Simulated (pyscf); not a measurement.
## Four-centre exchange: `[CH3][Al]([CH3])[NH2]` + `[H][H]` → `[CH4]` + `[CH3][AlH][NH2]`

Gas phase, singlet surface, charge 0. Bonds broken: C1–Al2, H13–H14. Bonds formed: C1–H13, Al2–H14. Single points on ωB97X-D3(BJ)/def2-SVP structures (PySCF, gas phase).

Transition state (Å):

```xyz
14

C      1.4042     0.3610     0.2037
Al    -0.6522     0.9226     0.1319
C     -1.5948    -0.0201    -1.2877
N     -1.2333     1.1075     1.8142
H      2.2666     0.9257     0.5919
H      1.7179    -0.2029    -0.6882
H      1.1412    -0.3640     0.9988
H     -1.1182     0.1351    -2.2697
H     -2.6462     0.3006    -1.3774
H     -1.6032    -1.1053    -1.0871
H     -2.1888     1.3492     2.0557
H     -0.6367     1.2601     2.6204
H      0.8135     1.6253    -0.2685
H      0.0976     2.3707    -0.5507
```

One imaginary mode, 1429i cm⁻¹; descent along it reached the two sides named.

```
bond     change  reactant side (Å)  saddle  product side
-------  ------  -----------------  ------  ------------
C1–Al2   breaks              1.959   2.133           3.1
H13–H14  breaks              0.761   1.071           2.8
C1–H13    forms                3.2   1.473         1.101
Al2–H14   forms              2.587   1.768         1.589
```

Electronic energies relative to the separated reactants (kcal/mol):

```json
[
 {"level": "ωB97X-D3(BJ)/def2-TZVP", "barrier": "32.2", "reaction energy": "-5.7", "reverse barrier": "37.9"},
 {"level": "PBE/def2-TZVP", "barrier": "27.3", "reaction energy": "-6.4", "reverse barrier": "33.8"},
 {"level": "r²SCAN/def2-TZVP", "barrier": "27.8", "reaction energy": "-5.8", "reverse barrier": "33.6"},
 {"level": "B3LYP-D3(BJ)/def2-TZVP", "barrier": "31.7", "reaction energy": "-6.7", "reverse barrier": "38.4"},
 {"level": "PBE0-D3(BJ)/def2-TZVP", "barrier": "28.1", "reaction energy": "-6.3", "reverse barrier": "34.4"},
 {"level": "M06-2X/def2-TZVP", "barrier": "33.9", "reaction energy": "-4.1", "reverse barrier": "37.9"},
 {"level": "ωB97M-D3(BJ)/def2-TZVP", "barrier": "32.4", "reaction energy": "-6.5", "reverse barrier": "39.0"},
 {"level": "HF/def2-TZVP", "barrier": "45.0", "reaction energy": "-12.2", "reverse barrier": "57.2"}
]
```

With ωB97M-D3(BJ)/def2-TZVP energies and thermal terms (ideal gas, 1 atm, RRHO with modes under 100 cm⁻¹ raised to 100, one conformer, R ln 2 for chiral ones without a mode under 150 cm⁻¹), in kcal/mol:

```csv
T (K),ΔH‡,ΔG‡,ΔH,ΔG
298,33.4,41.5,-3.8,-4.9
600,32.5,50.0,-5.3,-5.5
900,32.2,58.9,-6.4,-5.3
1200,32.3,67.8,-7.2,-4.8
```

At the saddle there is also a short Al–H contact that neither side keeps. The same reactants have a lower exit, to H₃C–AlH–CH₃ + NH₃ (barrier +20.4 kcal/mol at ωB97M-D3(BJ)/def2-TZVP, against +32.4 kcal/mol here). This is the saddle that the search found; another between the same sides may lie lower.
